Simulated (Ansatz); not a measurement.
**Rock-salt MgO: TA phonon frequency at X by level of theory**

No measured value is used here.

| level (code) | value (cm⁻¹) | cell (Å³/atom) |
|---|---|---|
| LDA (Ansatz) | (withheld) | 9.00 |
| BLYP (Ansatz) | (withheld) | 9.76 |
| PBE (Ansatz) | (withheld) | 9.62 |
| PBEsol (Ansatz) | 284 | 9.36 |
| revPBE (Ansatz) | 275 | 9.86 |
| RPBE (Ansatz) | 274 | 9.93 |
| PBE-D3(BJ) (Ansatz) | 286 | 9.31 |
| r²SCAN (Ansatz) | 296 | 9.29 |
| r²SCAN+rVV10 (Ansatz) | 297 | 9.23 |
| PBE0 (Ansatz) | 294 | 9.28 |

**Question.** Complete the blanks.

**Answer.** 
- LDA (Ansatz, a first-principles code), value (cm⁻¹): 292
- BLYP (Ansatz), value (cm⁻¹): 278
- PBE (Ansatz), value (cm⁻¹): 280

PBE-D3(BJ): the dispersion coefficients are held fixed in the derivatives. Each level is taken at its own relaxed cell. Cutoffs differ between the levels. Ansatz's density-functional and Hartree–Fock values are scalar-relativistic unless marked +SOC, with PAW data made under PBE.
